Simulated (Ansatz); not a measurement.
Heat of formation of Li2 (SMILES [Li][Li]) from total energies

The species is Li2 (2 atoms), meant as a singlet with charge 0. As SMILES, `[Li][Li]`. The bond length is the measured one.

```xyz
2

Li    0.0000    0.0000    0.0000
Li    0.0000    0.0000    2.6729
```

Total energies at CAM-B3LYP/aug-cc-pVTZ (Ansatz 0.2.0); the atoms run unrestricted:

| species | state | energy (Eh) |
| --- | --- | --- |
| Li2 | singlet | -14.974619 |
| Li | doublet | -7.470455 |

Harmonic wavenumbers at PBE0/aug-cc-pVTZ, in cm⁻¹: 344.

Measured heats of formation of the gaseous atoms at 298.15 K, in kJ/mol: Li 159.3. Take 1 Eh = 2625.50 kJ/mol, 1 cm⁻¹ = 0.0119627 kJ/mol, RT = 2.479 kJ/mol.

Question: Work out the heat of formation of the gas at 298 K.

Answer: 
1. Electronic atomisation energy: 2 × (-7.470455) − (-14.974619) = 0.033709 Eh = 88.5 kJ/mol.
2. Zero-point energy: half the sum of the wavenumbers, 172 cm⁻¹ = 2.1 kJ/mol.
3. Thermal vibrational enthalpy, Σ hcν̃/(exp(hcν̃/kT) − 1): 1.0 kJ/mol. Translation, rotation and pV of a linear molecule: 3.5 RT = 8.7 kJ/mol.
4. The 2 free atoms carry 5/2 RT each: 12.4 kJ/mol.
5. Atomisation enthalpy at 298 K: 88.5 − 2.1 − 1.0 − 8.7 + 12.4 = 89.1 kJ/mol.
6. Sum of the atoms' heats of formation: 318.6 kJ/mol. Heat of formation: 318.6 − 89.1 = +229.5 kJ/mol.

The tabulated value is +215.9 kJ/mol (NIST-JANAF tables), so this level is off by +13.6 kJ/mol, or 13.2 % of the atomisation enthalpy. Anharmonicity and any spin-orbit splitting of the molecule are left out.
